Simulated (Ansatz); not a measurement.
# CH₂Si+ (doublet): wave-function methods side by side, def2-TZVPP

One table from this session's results is given with a row withheld; the runs are named, their logs left out.

Computed with Ansatz 0.2.0, Gaussian basis. Level: def2-TZVPP, core rule «outside noble gas», up to 6 orbitals frozen.

Plan: UHF; ROHF; CCSD(T) on UHF.

2 further runs of the same task are left out: 2 set aside as unsound or not needed.

## What is computed

The geometry is a PBE0/def2-TZVP stationary point (not a proven minimum) of the parent state, kept for this charge and spin.

4 atoms, charge 1, spin multiplicity 2.

Atoms are counted from 1 here; the program's logs count them from 0.

Bond lengths: Si1–C2 1.637 Å, Si1–H3 1.483 Å, C2–H4 1.078 Å. Angles: C2–Si1–H3 123.0°, Si1–C2–H4 153.9°.

The first run:

The input, in.yaml:

```yaml
crystal:
  periodic: [false, false, false]
  atoms:
    - {symbol: Si, position_ang: [0.000000, -0.101057, 0.500037]}
    - {symbol: C, position_ang: [0.000000, 0.164958, -1.114795]}
    - {symbol: H, position_ang: [0.000000, 0.995702, 1.498344]}
    - {symbol: H, position_ang: [0.000000, -0.145469, -2.147521]}
basis:
  gaussian: {orbitals: def2-TZVPP}
total_charge: 1
magnetization: {spin_polarized: true, initial_magnetization: 1}
hamiltonian: {xc: hf}
output: {orbitals: {seedname: orbitals}}
```

Run with:

```console
$ ansatz run in.yaml --threads 1 --pin off --events-out ev --progress --plain --max-ram 4096MiB --backend cpu
```

Steps of the session up to this table: UHF; ROHF; CCSD(T) on UHF.

One of the session's tables, all rows but one given; the rest of the session is left out.

| method | from UCCSD(T) (meV) |
| --- | --- |
| ROHF | +7316.7 |
| UHF | ? |
| UMP2 | +1501.1 |
| UCCSD | +313.9 |
| UCCSD(T) | 0 |

**Question.** Estimate the row for UHF.

As computed: from UCCSD(T) (meV): +6336.9. In the column «from UCCSD(T) (meV)» it lies between UMP2 (+1501.1) and ROHF (+7316.7).

To keep in mind: The determinant is far from a pure spin state, so its energy mixes those of several spin states (harmless only where they are near-degenerate, as at dissociation).
